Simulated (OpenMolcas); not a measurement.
**How basis sets differ on B2NH7 (mu-NH2-B2H5)**

The species is B2NH7 (10 atoms), meant as a singlet with charge 0. The coordinates come from a GFN2-xTB relaxation.

```jsonl
{"atom": "B", "x (Å)": "0.6100", "y (Å)": "0.7188", "z (Å)": "-0.4051"}
{"atom": "N", "x (Å)": "-0.6897", "y (Å)": "0.3836", "z (Å)": "0.3705"}
{"atom": "B", "x (Å)": "-0.0731", "y (Å)": "-1.0167", "z (Å)": "0.1170"}
{"atom": "H", "x (Å)": "0.9977", "y (Å)": "-0.5556", "z (Å)": "-0.5376"}
{"atom": "H", "x (Å)": "0.4115", "y (Å)": "1.1359", "z (Å)": "-1.4893"}
{"atom": "H", "x (Å)": "1.4206", "y (Å)": "1.2612", "z (Å)": "0.2563"}
{"atom": "H", "x (Å)": "-0.7396", "y (Å)": "0.6918", "z (Å)": "1.3307"}
{"atom": "H", "x (Å)": "-1.5621", "y (Å)": "0.5862", "z (Å)": "-0.0959"}
{"atom": "H", "x (Å)": "0.3175", "y (Å)": "-1.5378", "z (Å)": "1.0991"}
{"atom": "H", "x (Å)": "-0.6928", "y (Å)": "-1.6675", "z (Å)": "-0.6455"}
```

Quantity: the dipole moment, in D. The values are calculated.

| level | kind | program | value (D) | CPU time |
| --- | --- | --- | --- | --- |
| HF/ANO-RCC-MB (DKH2) | Hartree–Fock | OpenMolcas | 3.46 | 2.6 s |
| HF/STO-3G | Hartree–Fock | OpenMolcas | 2.85 | 2.2 s |
| HF/3-21G | Hartree–Fock | OpenMolcas | 3.04 | 2.1 s |
| HF/def2-SVP | Hartree–Fock | OpenMolcas | 2.81 | 9.4 s |

The values span 2.81 to 3.46 D. Sets without polarisation functions give poor dipoles. Times are those of the runs behind each value, whatever else they computed, on shared processors of several kinds: orders of magnitude only.
